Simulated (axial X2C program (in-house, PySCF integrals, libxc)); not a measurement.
# Nuclear properties of CBO

Computed with an in-house all-electron X2C program for linear molecules (integrals from PySCF): two-component X2C with atomic mean-field Coulomb and Gaunt terms, Gaussian nuclei, basis C dyall-v3z, B dyall-v3z, O dyall-av3z with contracted cores.

C–B–O held linear, with bonds 1.468 and 1.211 Å (near the PBE0 minimum at charge 0 of the determinant lowest at the starting distance; the state shown can have its own minimum elsewhere, held linear; other orders of the atoms were not compared).

Determinant lowest in the PBE0 search, Ω = 3/2 (⟨Sz⟩ = 1.50, ⟨Lz⟩ = 0.00 at PBE0), spin on the atoms C 1.33, B 0.05, O 0.12:

| level | Eeff magnitude (GV/cm) | Ws magnitude C (kHz) | Ws magnitude B (kHz) | Ws magnitude O (kHz) | A∥/gI C (MHz) | qzz C (a.u.) | A∥/gI B (MHz) | qzz B (a.u.) | A∥/gI O (MHz) | qzz O (a.u.) | μ (D) |
| --- | --- | --- | --- | --- | --- | --- | --- | --- | --- | --- | --- |
| PBE0 | 0.027 | 0.00656 | 0.000523 | 0.000359 | 220 | 0.07 | 41.8 | -0.34 | -8.48 | -0.48 | -2.82 |
| HF | 0.0279 | 0.00676 | 0.000323 | 0.00053 | 275 | 0.03 | 23.7 | -0.43 | 9.07 | -0.48 | -3.50 |
| TPSSh | 0.0264 | 0.00638 | 0.000572 | 0.000355 | 224 | 0.08 | 41.8 | -0.31 | -11 | -0.47 | -2.70 |

Determinant 0.37 eV from it at PBE0 and this distance, Ω = 1/2 (⟨Sz⟩ = -0.50, ⟨Lz⟩ = 1.00 at PBE0), spin on the atoms C -0.43, B -0.03, O -0.04:

| level | Eeff magnitude (GV/cm) | Ws magnitude C (kHz) | Ws magnitude B (kHz) | Ws magnitude O (kHz) | A∥/gI C (MHz) | qzz C (a.u.) | A∥/gI B (MHz) | qzz B (a.u.) | A∥/gI O (MHz) | qzz O (a.u.) | μ (D) |
| --- | --- | --- | --- | --- | --- | --- | --- | --- | --- | --- | --- |
| PBE0 | 0.000268 | 5.11e-05 | 0.000205 | 0.000183 | 302 | -1.22 | 28.4 | -0.42 | 168 | -0.73 | -0.78 |
| HF | 0.000364 | 5.48e-06 | 0.000314 | 0.000676 | 283 | -1.23 | 42.5 | -0.49 | 90.6 | -0.65 | -1.65 |
| TPSSh | 8.72e-05 | 0.000144 | 9.76e-05 | 0.000195 | 276 | -1.22 | 27.8 | -0.40 | 180 | -0.75 | -0.58 |

Eeff is the effective electric field on the electron electric dipole moment in this Ω state and Ws the scalar–pseudoscalar constant of the nucleus named (defined with the proton number Z and per Ω); A∥ (defined per Ω) follows by multiplying with gI = μI/(I μN); qzz is the electric field gradient, eQq0 = 234.96 MHz × Q/barn × qzz; μ is positive if the O end (last atom) is positive. The operators were transformed with the bare-nucleus X2C matrices; with these basis sets, hyperfine constants and field gradients can be off by tens of per cent, and where levels differ in sign neither size nor sign is settled.

**Question.** With gI(13C) = 1.4048, gI(11B) = 1.7924, Q(11B) = 0.04059 barn, Q(17O) = -0.02558 barn (g factors from the IAEA table of nuclear moments by Stone; Q from Pyykkö, Mol. Phys. 2018), turn the PBE0 values of the first state into constants in MHz.

**Answer.** A∥(13C) = 220 × 1.4048 = 309 MHz; A∥(11B) = 41.8 × 1.7924 = 74.9 MHz; eQq0(11B) = 234.96 × (0.04059) × (-0.34) = -3.24 MHz; eQq0(17O) = 234.96 × (-0.02558) × (-0.48) = 2.88 MHz.

The molecule was held linear; bending was not examined, so a bent shape may lie lower.

Each state is one determinant with collinear spin, which with several unpaired electrons need not be a pure state. Unrestricted Hartree–Fock can overshoot spin polarisation at the nuclei. In the state Ω = 1/2 the sign of Eeff differs between levels (HF, TPSSh against PBE0). This is the top spin component of a Σ state; components of lower Ω are not single determinants and can lie lower. With several open shells hyperfine constants can be off by a factor of several. Where Eeff spreads by more than a factor of two the levels disagree and none is to be relied on. States lie within half an eV, so the first need not be the ground state. The sign of Ws at C differs between levels in the second state. Where a field gradient or hyperfine factor spreads by more than a factor of two over the levels, a constant derived from it is not to be relied on. PBE0 term energies can be off by some tenths of an eV.
